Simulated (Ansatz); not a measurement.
Crystal: Ga$_{2}$O, antifluorite type, 3 atoms in the cell.

Method: Ansatz, PBE, plane waves, PAW datasets (generated soft set 1).

Cutoff 420 eV; k-mesh 32×32×32 Γ-centred; Fermi–Dirac smearing of 0.0612 eV; no spin polarisation.

Q: What equilibrium volume, lattice constant and bulk modulus does this give?

A: V₀ = 17.679 Å³/atom (a₀ = 5.964 Å), B₀ = 49.4 GPa, B₀′ = 4.62. The points behind the fit:

| V (Å³/atom) | a (Å) | E − E(min) (meV/atom) | P (GPa) |
| --- | --- | --- | --- |
| 16.622 | 5.8428 | 10.93 | 3.51 |
| 16.976 | 5.8839 | 4.65 | 2.20 |
| 17.329 | 5.9245 | 1.11 | 1.03 |
| 17.683 | 5.9645 | 0.00 | -0.01 |
| 18.036 | 6.0041 | 1.08 | -0.94 |
| 18.390 | 6.0430 | 4.10 | -1.78 |
| 18.744 | 6.0815 | 8.86 | -2.52 |

The published all-electron PBE values for this crystal (mean of FLEUR and WIEN2k, k-spacing 0.06 Å⁻¹; Bosoni et al., Nat. Rev. Phys. 6, 45 (2024)) are V₀ = 17.681 Å³/atom, B₀ = 49.4 GPa, B₀′ = 4.63.

The stress includes the program's correction for the finite plane-wave basis.

This cubic structure is a model: it isn't the usual form of the substance at ambient conditions, and such phases are metastable or hypothetical.
